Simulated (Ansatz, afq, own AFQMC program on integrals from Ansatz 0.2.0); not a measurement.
**Where AFQMC and coupled cluster stand for AlH₃⁺, doublet**

```xyz
4

Al    0.0000    0.1146    0.0000
H     0.0000    0.4537   -3.1117
H     0.0000    0.4537    3.1117
H     0.0000   -3.9760    0.0000
```

Basis cc-pVDZ. Only valence electrons are correlated. Ansatz 0.2.0 and our own AFQMC program on the same integrals; the CISD trial comes from CCSD amplitudes, and released means the phaseless constraint is let go. Uncertainties: one standard error, sampling alone.

Determinant: ROHF, the one that the program's search chose, which needn't be the lowest solution. The geometry is a point of a scan.

Full CI on the same integrals is exact in this basis and with this determinant's frozen core.

Cautions: a spin-contaminated unrestricted determinant lies lower (UHF 6.98 eV lower, ⟨S²⟩ 1.76); the search met a lower determinant of the same kind, perhaps of another symmetry (1.91 eV lower); strong correlation (T1 0.061, weight of the determinant 0.44, largest double 1.04); the CCSD(T) amplitudes may be one of several solutions (largest double 1.04); the CCSDT(Q) amplitudes may be one of several solutions (largest double 1.06); the CCSDTQ amplitudes may be one of several solutions (largest double 1.06); the next higher spin lies close (full CI puts it 15 meV above).

```
T1 diagnostic                               : 0.0607
weight of the determinant in the CISD state : 0.439
size of the correlated space                : 5 electrons in 28 orbitals
```

```
  level  correlation energy (eV)
    MP2                 -10.7011
   CCSD                  -8.0421
CCSD(T)                  -8.0995
```

Question: Estimate where phaseless AFQMC with a CISD trial lies against CCSD(T) on the same integrals.

Answer: 1.5 ± 0.7 kJ/mol above CCSD(T).

Reference: full CI, correlation energy -8.065 eV. The released energy is read at 2.40 1/Eh (meV from the phaseless value at times in 1/Eh: -5 ± 10 at 0.24, 6 ± 7 at 0.51, 19 ± 6 at 0.99, 14 ± 5 at 1.62, 16 ± 6 at 2.40). The cautions show a poor starting determinant, so the rows tell how each method copes with it here, and full CI is the sure value.

```json
{"level": "CCSD(T)", "E − E(reference) (kJ/mol)": "-3.3", "share of correlation (%)": "100.43"}
{"level": "CCSDT", "E − E(reference) (kJ/mol)": "-0.4", "share of correlation (%)": "100.05"}
{"level": "CCSDT(Q)", "E − E(reference) (kJ/mol)": "0.3", "share of correlation (%)": "99.97"}
{"level": "CCSDTQ", "E − E(reference) (kJ/mol)": "0.0", "share of correlation (%)": "100.00"}
{"level": "ph-AFQMC/HF", "E − E(reference) (kJ/mol)": "334.1 ± 3.5", "share of correlation (%)": "57.07"}
{"level": "ph-AFQMC/CISD", "E − E(reference) (kJ/mol)": "-1.8 ± 0.7", "share of correlation (%)": "100.23"}
{"level": "released AFQMC", "E − E(reference) (kJ/mol)": "-0.3 ± 0.6", "share of correlation (%)": "100.03"}
```

CCSDT and higher add their correlation energy to the determinant of the CCSD(T) run, since their own runs factorise the integrals more tightly (a shift of under 2 meV). A walk keeps the symmetry of its determinant, which the program's search chose and which needn't be the lowest solution, so a lower state of the same spin and another symmetry isn't excluded. Released energies are given only where the last usable release times agree within the noise; a slower fall can still hide under it.
